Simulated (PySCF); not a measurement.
Consider cyclopentanone, `O=C1CCCC1` (C5H8O). Atom numbers as in the mapped SMILES `[O:1]=[C:2]1[CH2:3][CH2:4][CH2:5][CH2:6]1`. These are map numbers, not IUPAC locants.

These are calculated values, PBE0-D3(BJ)/ma-def2-TZVP in PySCF (grid level 2) at geometries from PBE0-D3(BJ)/ma-def2-SVP. The prefix ma- adds one diffuse s and one diffuse p function on all atoms but H. Zero-point and thermal terms (298.15 K, 1 bar) come from unscaled GFN2-xTB harmonic frequencies, with soft modes damped to free rotors in the entropy. These were taken at the GFN2-xTB minima.

Question: Rank these of its positions by gas-phase deprotonation enthalpy, most acidic first.
A. C3 (carbon α to the carbonyl-type group)
B. C4 (methylene carbon)

Answer: A (1540 kJ/mol), B (1690 kJ/mol).

Question: For C4 (methylene carbon), what are ΔE (electronic) and ΔG(298 K) of the loss of the proton?

Answer: ΔE = 1725 and ΔG = 1656 kJ/mol, beside ΔH = 1690 kJ/mol. The product is `O=C1C[CH-]CC1`.

Question: Of those listed, which site of deprotonation is favoured in water (IEF-PCM), and by how much?

Answer: C3 (carbon α to the carbonyl-type group), by 163 kJ/mol over C4 (methylene carbon); the gas phase favours the same one.
